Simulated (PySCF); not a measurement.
**Simulated absorption spectrum**

Compound: C₄H₉P.
Cartesian coordinates in Å at the PBE0-D3(BJ)/def2-SVP level; atoms count from 1:
```xyz
14
C4H9P angstrom
C      2.117   -0.564   -0.076
C      0.994   -0.934    0.549
P     -0.438    0.106    0.971
C     -0.210    1.537   -0.170
C     -1.761   -0.828    0.072
H      2.949   -1.262   -0.207
H      2.261    0.444   -0.474
H      0.924   -1.959    0.938
H      0.620    2.168    0.183
H     -1.123    2.151   -0.148
H     -0.010    1.225   -1.208
H     -1.530   -0.967   -0.996
H     -1.890   -1.816    0.539
H     -2.714   -0.287    0.170
```

The calculation used TDDFT PBE0/def2-SVPD, vertical, gas phase, core orbitals frozen in the response (PySCF 2.14.0, density-fitted response routines).

Computed states:

| state | E (eV) | f |
| --- | --- | --- |
| S1 | 5.24 | 0.171 |
| S2 | 6.02 | 0.032 |
| S3 | 6.33 | 0.041 |
| S4 | 6.65 | 0.031 |
| S5 | 7.11 | 0.052 |
| S6 | 7.14 | 0.130 |
| S7 | 7.32 | 0.052 |
| S8 | 7.50 | 0.146 |
| S9 | 7.63 | 0.084 |
| S10 | 7.65 | 0.022 |

Each state is given a Gaussian of 0.3 eV full width at half maximum, with ε(max) = 2.175×10⁸ f / Δν̃ (Δν̃ the width in cm⁻¹). The width is an assumption, not a result. The curve ends short of the highest state used, and states not computed would add to its high-energy end.

Question: What does the envelope look like, and where are its maxima?

Answer: 
```
λ (nm)  ε (L mol⁻¹ cm⁻¹)
 175.9             13739
 179.5              3924
 183.1              2046
 186.7              2986
 190.3              2914
 193.9              3661
 197.5              3840
 201.1              3185
 204.7              3181
 208.3              2525
 211.9              1163
 215.5               311
 219.1               126
 222.7               626
 226.2              2743
 229.8              7641
 233.4             13368
 237.0             15299
 240.6             11886
 244.2              6485
 247.8              2562
 251.4               754
 255.0               170
 258.6                30
```

Maxima: 236 nm (5.24 eV), ε about 15000, made up of S1 (100%); 204 nm (6.07 eV), ε about 3200, made up of S2 (86%) and S3 (14%) (hardly more than a shoulder); 196 nm (6.32 eV), ε about 4000, made up of S3 (93%); 187 nm (6.62 eV), ε about 3000, made up of S4 (90%) (hardly more than a shoulder) (ε in L mol⁻¹ cm⁻¹; maxima over ε = 5, shares over 10%). At its high-energy end, 7.05 eV, the curve is still rising (ε about 14000, from S5 and S6).

Question: What would ε be at 5.24 eV, the highest of these maxima, with half the width (0.15 eV)?

Answer: About 30700 L mol⁻¹ cm⁻¹ against 15400, a factor of about 1.99; a lone state at its own centre would give exactly 2.

Question: On this curve, what absorbance would a 10⁻⁵ mol/L sample give at 222 nm over a 1 cm path?

Answer: 222 nm is 5.585 eV, where ε is about 440 L mol⁻¹ cm⁻¹, so A = ε c l ≈ 0.0044 (Beer–Lambert, with the gas-phase spectrum and the assumed width).

Question: Coming from long wavelengths, where does ε first pass 100 L mol⁻¹ cm⁻¹?

Answer: At about 256 nm (4.84 eV), 0.40 eV below S1.

All these states lie below the vertical ionisation energy of 8.21 eV (ΔSCF).

One conformer stands for the species.
